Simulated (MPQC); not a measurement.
# SiH4O (SMILES O[SiH3]): levels of theory compared

Aim: a comparison of 4 runs (HF/def2-SVP, PBE0/6-31G, B3LYP/6-31+G*, PBE0/def2-SVP) of SiH4O. 

The calculation is run with MPQC 2.3.1.

### 1 Starting point

The species is SiH4O (6 atoms), meant as a singlet with charge 0. SMILES: `O[SiH3]`. The shape is that of a PBE0-D4/def2-TZVP optimisation.

Bond lengths: O1–Si2 1.648 Å, O1–H3 0.957 Å, Si2–H4 1.489 Å, Si2–H5 1.481 Å, Si2–H6 1.489 Å. Angles: O1–Si2–H4 111.7°, O1–Si2–H5 105.9°, O1–Si2–H6 111.7°, Si2–O1–H3 117.9°, H4–Si2–H5 109.9°, H4–Si2–H6 107.9°, H5–Si2–H6 109.9°.

### 2 Energy and forces at HF/def2-SVP (run 1)

job.in

```
% H4OSi
molecule<Molecule>: (
  symmetry = c1
  unit = bohr
  { atoms geometry } = {
    O  [ 1.20318862    -1.94698483     0.79179525 ]
    Si [ -0.06746322     0.65479010    -0.35337879 ]
    H  [ 0.13058008    -3.07874180     1.70963522 ]
    H  [ -2.13217799     0.08636048    -2.17847628 ]
    H  [ 2.00405456     2.01236935    -1.65464419 ]
    H  [ -1.13818204     2.27220669     1.68506879 ]
  }
)
basis<GaussianBasisSet>: (
  name = "def2-SVP"
  molecule = $:molecule
  basisdir = "."
  puream = yes
)
mpqc: (
  checkpoint = no
  savestate = no
  restart = no
  do_energy = yes
  do_gradient = yes
  optimize = no
  mole<CLHF>: (
    molecule = $:molecule
    basis = $:basis
    total_charge = 0
    memory = 1000000000
    print_evals = yes
    print_npa = yes
    maxiter = 120
    value_accuracy = 1e-08
    guess_wavefunction<ExtendedHuckelWfn>: (
      molecule = $:molecule
      total_charge = 0
      multiplicity = 1
      basis<GaussianBasisSet>: (
        name = "STO-3G"
        molecule = $:molecule
      )
    )
  )
)
```

The basis set def2-SVP is read from a file made from the Basis Set Exchange's data (not shown).

Command:

```console
$ mpqc -o job.out job.in
```

Standard output:

```text
MPQC: Massively Parallel Quantum Chemistry
[...]
  CLSCF::init: total charge = 0
[...]
  nbasis = 52
[...]
  iter     1 energy = -363.9934804861 delta = 1.53323e-01
[...]
  LUMO is    14   A =   0.147357
  total scf energy = -366.0021765536
[...]
Value of the MolecularEnergy: -366.0021765536
  Gradient of the MolecularEnergy:
      1    0.0115345784
      2    0.0122174445
      3   -0.0098985361
      4   -0.0015227571
      5   -0.0057332714
      6    0.0036253945
      7   -0.0104725811
      8   -0.0080240273
      9    0.0072501813
     10   -0.0015931689
     11   -0.0002175959
     12   -0.0018403101
[...]
      symmetry = c1
[...]
```

Run time: 3.6 s. Hardware: 1 thread of Intel Xeon Platinum 8488C (Sapphire Rapids), shared host; peak memory 0.14 GiB.

### 3 Energy and forces at PBE0/6-31G (run 2)

mol.in

```
molecule<Molecule>: (
  symmetry = c1
  unit = angstrom
  { atoms geometry } = {
    O  [ 0.636700    -1.030300     0.419000 ]
    Si [ -0.035700     0.346500    -0.187000 ]
    H  [ 0.069100    -1.629200     0.904700 ]
    H  [ -1.128300     0.045700    -1.152800 ]
    H  [ 1.060500     1.064900    -0.875600 ]
    H  [ -0.602300     1.202400     0.891700 ]
  }
)
basis<GaussianBasisSet>: (
  name = "6-31G"
  molecule = $:molecule
  basisdir = "."
  puream = yes
)
mpqc: (
  checkpoint = no
  savestate = no
  restart = no
  do_energy = yes
  do_gradient = yes
  optimize = no
  mole<CLKS>: (
    molecule = $:molecule
    basis = $:basis
    total_charge = 0
    memory = 1000000000
    print_evals = yes
    print_npa = yes
    maxiter = 120
    value_accuracy = 1e-08
    functional<SumDenFunctional>: (
      a0 = 0.25
      coefs = [ 0.75 1 ]
      funcs: [ <PBEXFunctional>: () <PBECFunctional>: () ]
    )
    integrator<RadialAngularIntegrator>: ( grid = xfine )
    guess_wavefunction<CLHF>: (
      molecule = $:molecule
      total_charge = 0
      memory = 1000000000
      value_accuracy = 1e-3
      basis<GaussianBasisSet>: (
        name = "MINI (Huzinaga)"
        molecule = $:molecule
      )
    )
  )
)
```

The basis set 6-31G is read from a file made from the Basis Set Exchange's data (not shown).

Command:

```console
$ mpqc -o mol.out mol.in
```

Standard output:

```text
MPQC: Massively Parallel Quantum Chemistry
[...]
  Integrated electron density error = -0.000045291708
  iter     1 energy = -366.6061228051 delta = 2.64994e-01
  Integrated electron density error = -0.000126404109
  iter     2 energy = -366.8095687390 delta = 5.35267e-02
[...]
  Integrated electron density error = -0.000000671424
  iter    10 energy = -366.8362913511 delta = 2.50999e-07
  Integrated electron density error = -0.000000671420
  iter    11 energy = -366.8362913511 delta = 3.41789e-08
  Integrated electron density error = -0.000000671420
  iter    12 energy = -366.8362913511 delta = 1.10505e-08
[...]
  LUMO is    14   A =   0.014188
  total scf energy = -366.8362913511
[...]
  Integrated electron density error = -0.000000675973
  Total Gradient:
[...]
Value of the MolecularEnergy: -366.8362913511
  Gradient of the MolecularEnergy:
      1   -0.0177469067
      2    0.0368230820
      3   -0.0162825042
      4    0.0127724563
      5   -0.0418186713
      6    0.0203786391
      7   -0.0008848739
      8    0.0133123812
      9   -0.0073068505
     10    0.0057840422
     11    0.0002900321
     12    0.0050210112
[...]
        symmetry = c1
[...]
```

Wall time 11 s (1 thread of Intel Xeon Platinum 8488C (Sapphire Rapids), shared host).

Run 3 isn't shown in full; the table further down has it.

### 4 Energy and gradient at PBE0/def2-SVP (run 4)

input.in

```
% H4OSi
molecule<Molecule>: (
  symmetry = c1
  unit = bohr
  { atoms geometry } = {
    O  [ 1.20318862  -1.94698483   0.79179525 ]
    Si [ -0.06746322   0.65479010  -0.35337879 ]
    H  [ 0.13058008  -3.07874180   1.70963522 ]
    H  [ -2.13217799   0.08636048  -2.17847628 ]
    H  [ 2.00405456   2.01236935  -1.65464419 ]
    H  [ -1.13818204   2.27220669   1.68506879 ]
  }
)
basis<GaussianBasisSet>: (
  name = "def2-SVP"
  molecule = $:molecule
  basisdir = "."
  puream = yes
)
mpqc: (
  checkpoint = no
  savestate = no
  restart = no
  do_energy = yes
  do_gradient = yes
  optimize = no
  mole<CLKS>: (
    molecule = $:molecule
    basis = $:basis
    total_charge = 0
    memory = 1000000000
    print_evals = yes
    print_npa = yes
    maxiter = 120
    value_accuracy = 1e-08
    functional<SumDenFunctional>: (
      a0 = 0.25
      coefs = [ 0.75 1 ]
      funcs: [ <PBEXFunctional>: () <PBECFunctional>: () ]
    )
    integrator<RadialAngularIntegrator>: ( grid = xfine )
    guess_wavefunction<CLHF>: (
      molecule = $:molecule
      total_charge = 0
      memory = 1000000000
      value_accuracy = 1e-3
      basis<GaussianBasisSet>: (
        name = "MINI (Huzinaga)"
        molecule = $:molecule
      )
    )
  )
)
```

The basis set def2-SVP is read from a file made from the Basis Set Exchange's data (not shown).

Command:

```console
$ mpqc -o input.out input.in
```

Standard output:

```text
MPQC: Massively Parallel Quantum Chemistry
[...]
  Integrated electron density error = -0.000264699013
  iter     1 energy = -366.4728543015 delta = 1.56535e-01
  Integrated electron density error = -0.000154939603
  iter     2 energy = -366.7362552675 delta = 3.17525e-02
[...]
  Integrated electron density error = -0.000001027411
  iter     9 energy = -366.7831769213 delta = 2.01855e-06
  Integrated electron density error = -0.000001027412
  iter    10 energy = -366.7831769213 delta = 3.03804e-07
  Integrated electron density error = -0.000001027406
  iter    11 energy = -366.7831769214 delta = 5.95298e-08
[...]
  LUMO is    14   A =   0.024817
  total scf energy = -366.7831769214
[...]
  Integrated electron density error = -0.000001031314
  Total Gradient:
[...]
Value of the MolecularEnergy: -366.7831769214
  Gradient of the MolecularEnergy:
      1   -0.0065645871
      2    0.0076283144
      3   -0.0026319064
      4    0.0022848663
      5   -0.0053224071
      6    0.0024136250
      7    0.0018894514
      8    0.0021339590
      9   -0.0016928798
     10    0.0024354739
     11   -0.0001080850
     12    0.0022751217
[...]
        symmetry = c1
[...]
```

It took 20 s on 1 thread of Intel Xeon Platinum 8488C (Sapphire Rapids), shared host; peak memory 0.13 GiB.

### 5 Overview of the runs

```tsv
run	level	starting guess	integration grid	energy (Eh)	HOMO energy (eV)	LUMO energy (eV)	HOMO–LUMO gap (eV)	wall time
1	HF/def2-SVP	huckel STO-3G	–	-366.002177	-12.39	4.01	16.40	3.6 s
2	PBE0/6-31G	MINI (Huzinaga)	xfine	-366.836291	-8.40	0.39	8.78	11 s
3	B3LYP/6-31+G* (spherical functions)	3-21G	xfine	-367.148575	-8.52	-0.61	7.92	20 s
4	PBE0/def2-SVP	MINI (Huzinaga)	xfine	-366.783177	-8.55	0.68	9.22	20 s
```

### 6 Summary of results

| quantity | value |
| --- | --- |
| run 4: total energy | -366.78318 Eh |
| run 4: HOMO energy | -8.55 eV |
| run 4: LUMO energy | 0.68 eV |
| run 4: HOMO–LUMO gap | 9.22 eV |
| run 4: largest force on an atom | 0.535 eV/Å |

**Reading.** The HOMO–LUMO gap runs from 7.92 eV (B3LYP/6-31+G*) to 16.40 eV (HF/def2-SVP). The two ends differ in method and basis. Totals of different functionals can't be ranked against each other. All runs together took 55 s, the longest 20 s.
